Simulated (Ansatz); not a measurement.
## CN, sextet: reading a ladder of total energies

Geometry: that of the CN, quartet, kept fixed.

```xyz
2

N     0.0000    0.0000    0.0000
C     0.0000    0.0000    1.3395
```

Basis cc-pVTZ; Ansatz 0.2.0. Correlated methods freeze the noble-gas cores, which leaves 9 electrons in 58 orbitals. Prefix R: restricted or restricted open-shell reference; prefix U: unrestricted.

Full CI isn't at hand for all of this; UCCSDT(Q) serves as the reference, and is uncertain by the last step of the cluster series or more.

UCCSD has a T1 diagnostic of 0.027 and a largest doubles amplitude of 0.04.

Runs differ by some tens of microhartree through their thresholds and, for an open shell, their frozen cores, so steps under 0.03 kcal/mol mean nothing.

Here the R and U totals at CCSDT(Q) differ by 0.11 kcal/mol, a measure of how far such totals hang on the determinant and its frozen core.

| level | total energy (hartree) |
| --- | --- |
| UHF | -92.030564 |
| UMP2 | -92.207793 |
| UCCSD | -92.235236 |
| UCCSD(T) | -92.241417 |
| UCCSDT | -92.242288 |
| UCCSDT(Q) | -92.242490 |

What is the correlation energy at UCCSDT(Q), and what share of it do UMP2 and UCCSD recover?

E(corr) = -92.242490 − (-92.030564) = -0.211926 hartree = -5.767 eV. UMP2: -0.177229 / -0.211926 = 83.63 %. UCCSD: -0.204672 / -0.211926 = 96.58 %.

By how many kcal/mol does UCCSD(T) miss UCCSDT(Q) (1 hartree = 627.509 kcal/mol), and which steps make up the rest?

-92.241417 − (-92.242490) = 0.001073 hartree = 0.67 kcal/mol. Steps: UCCSDT − UCCSD(T) = -0.55, UCCSDT(Q) − UCCSDT = -0.13 kcal/mol. That is within 1 kcal/mol of the reference in this basis, which itself misses far more of the correlation at the basis-set limit.
